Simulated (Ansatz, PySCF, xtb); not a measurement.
Bonds broken one at a time in the series Ge F-H. Isolated molecules, 0 K electronic values unless said otherwise. Strings in code marks are SMILES.

Quantity: homolytic bond dissociation enthalpy at 298 K (no spin–orbit term), in eV. Enthalpy corrections at 298 K come from GFN2-xTB frequencies (xtb).

Level 1: frozen-core CCSD(T)/cc-pVTZ // B3LYP-D3(BJ)/def2-TZVP (Ansatz, a first-principles code)
Level 2: PBE-D3(BJ)/def2-TZVP // B3LYP-D3(BJ)/def2-TZVP (PySCF)
Level 3: PBE/6-31G* // B3LYP-D3(BJ)/def2-TZVP (PySCF)
Level 4: HF/6-31G* // B3LYP-D3(BJ)/def2-TZVP (PySCF)

```tsv
species	level 1	level 2	level 3	level 4
F–Ge bond of `[F][GeH]([F])[F]`, giving `[F]` and `[F][GeH][F]`	5.66	5.55	5.58	3.99
F–Ge bond of `[F][Ge]([F])([F])[F]`, giving `[F]` and `[F][Ge]([F])[F]`	5.59	5.38	5.40	3.91
F–Ge bond of `[F][GeH3]`, giving `[F]` and `[GeH3]`	5.37	5.53	5.46	3.70
```
